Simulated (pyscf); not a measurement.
`[CH3][SiH2][CH3]` → `[CH3][SiH2][CH3]` (concerted two-bond exchange; singlet surface; C–H, H–Si broken, C–H, H–Si formed). Optimised with ωB97X-D3(BJ)/def2-SVP in PySCF. Correlated levels are frozen-core, on RHF or UHF. ΔMP2 is the change of the MP2 total energy from the triple- to the quadruple-zeta basis. Energies in kJ/mol from the reactant's lowest minimum found.

| level | barrier | reaction energy |
|---|---|---|
| ωB97X-D3(BJ)/def2-TZVP | 522.8 | 0.0 |
| r²SCAN/def2-TZVP | 493.9 | 0.0 |
| HF/def2-TZVP | 533.9 | 0.0 |
| MP2/def2-QZVPP | (withheld) | 0.0 |
| CCSD/def2-TZVPP | 527.0 | 0.0 |
| CCSD(T)/def2-TZVPP | 517.8 | 0.0 |
| CCSD(T)/def2-TZVPP + ΔMP2(QZVPP) | (withheld) | 0.0 |

Q: Complete the blanks.

A: 
- MP2/def2-QZVPP, barrier: 550.2
- CCSD(T)/def2-TZVPP + ΔMP2(QZVPP), barrier: 515.6

From the product side, CH₃• + H₃C–SiH₂• lies, by one bond made or cut, 113.7 kJ/mol under this saddle at ωB97M-D3(BJ)/def2-TZVP. The same reactants have a lower exit, to CH₃• + H₃C–SiH₂• (no saddle counted: cutting one bond costs +399.6 kJ/mol at ωB97M-D3(BJ)/def2-TZVP, against +513.3 kJ/mol here). This is the saddle that the search found; another between the same sides may lie lower. A restricted solution here is unstable towards spin polarisation, so biradical character is likely and single-reference numbers are less safe. The CCSD(T) − MP2 part came from Ansatz, without density fitting, on the same reference.
